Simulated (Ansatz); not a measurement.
CH4BCl, SMILES BCCl, an active-space calculation

Computed with the Python package of Ansatz (0.2.0).

Notebook, run cell by cell (the value of a cell's last expression is shown):

```python
import ansatz
from ase import Atoms

BASIS = "def2-SVP"
```

```python
atoms = Atoms(["B", "C", "Cl", "H", "H", "H", "H"], positions=[
    (-0.6575, -0.054, -0.6114),
    (0.4462, -0.1487, 0.4559),
    (1.2802, 1.4022, 0.6174),
    (-1.3137, -0.9302, -0.8757),
    (-0.8935, 1.007, -1.2015),
    (1.1643, -0.9145, 0.1319),
    (0.0353, -0.4297, 1.4376),
])
geometry = ansatz.Crystal.molecule_from_ase(atoms)
```

```python
base = (
    geometry.calculation()
    .basis(gaussian=BASIS)
    .scf(lower_state_search="standard")
    .correlation(active_electrons=4, active_orbitals=4)
)
for method in ["sc_nevpt2"]:
    report = (base if method is None else base.correlation(method)).run(threads=1, pin="off").report
    space = report["configurations"]
    state = space["states"][0]
    print(method or "casscf", f"total {report['free_energy_ev'] / 27.211386246:.6f} Ha, active-space state {state['energy']['hartree']:.6f} Ha, mean field {report['reference_energy_ev'] / 27.211386246:.6f} Ha")
    print("  determinants", state["n_determinants"], " natural occupations", [round(n, 3) for n in space["natural_occupations"]])
```

    sc_nevpt2 total -524.509361 Ha, active-space state -524.190956 Ha, mean field -524.155588 Ha
      determinants 36  natural occupations [1.981, 1.974, 0.026, 0.019]

What to keep in mind:
- These settings explore the input space; basis and method may be short of convergence.
- The geometry is a force-field or estimated start, not a minimum of this method, and the basis set is short of its limit. The active space starts as a window about the frontier orbitals and is then optimised, not chosen by chemistry.
- Hardware and time: 2.9 s on 1 thread of Arm Neoverse V2, on a shared host, peak memory 0.18 GiB.
